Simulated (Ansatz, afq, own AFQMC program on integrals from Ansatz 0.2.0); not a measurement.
**Where AFQMC and coupled cluster stand for Si$_{2}$H$_{3}$, quartet**

```xyz
5

Si    0.0000    0.0235    1.0897
Si    0.0000   -0.0769   -1.1897
H     0.0000    1.2166    1.9857
H     0.0000   -1.1800    1.9697
H     0.0000    1.4507   -1.1705
```

Connectivity, by distances: SiH2–SiH.

Basis cc-pVDZ. Only valence electrons are correlated. AFQMC by an in-house program on the Cholesky factors that Ansatz 0.2.0 writes for its CCSD(T) run. ph-AFQMC/CISD is guided by a CISD state made of CCSD amplitudes; releasing the constraint for a short imaginary time cuts its bias at the price of noise, slowly where states lie close. ± is one standard error of the sampling.

Determinant: UHF, the one that the program's search chose, which needn't be the lowest solution. The geometry is a PBE0/def2-TZVP stationary point of this or a neighbouring charge and spin state.

No full CI on the walks' own integrals is used here; CCSDT(Q) serves as the reference and is uncertain by about the last step of the cluster series.

Cautions: another spin lies lower (by 2.25 eV).

- T1 diagnostic: 0.0183
- weight of the determinant in the CISD state: 0.876
- ⟨S²⟩ of the determinant: 3.777
- size of the correlated space: 11 electrons in 41 orbitals

Reference: CCSDT(Q), correlation energy -5.369 eV. The released energy is read at 2.40 1/Eh (meV from the phaseless value at times in 1/Eh: -4.1 ± 2.4 at 0.24, -7.4 ± 1.7 at 0.51, -9.0 ± 2.3 at 0.99, -11 ± 3 at 1.62, -10 ± 3 at 2.40).

| level | E − E(reference) (kJ/mol) | share of correlation (%) |
| --- | --- | --- |
| HF | 518.0 | 0.00 |
| MP2 | 123.5 | 76.16 |
| CCSD | 18.2 | 96.49 |
| CCSD(T) | 4.2 | 99.19 |
| CCSDT | 0.7 | 99.87 |
| ph-AFQMC/CISD | 0.9 ± 0.2 | 99.83 |
| released AFQMC | -0.1 ± 0.3 | 100.03 |

A walk keeps the symmetry of its determinant, which the program's search chose and which needn't be the lowest solution, so a lower state of the same spin and another symmetry isn't excluded. Released energies are given only where the last usable release times agree within the noise; a slower fall can still hide under it.
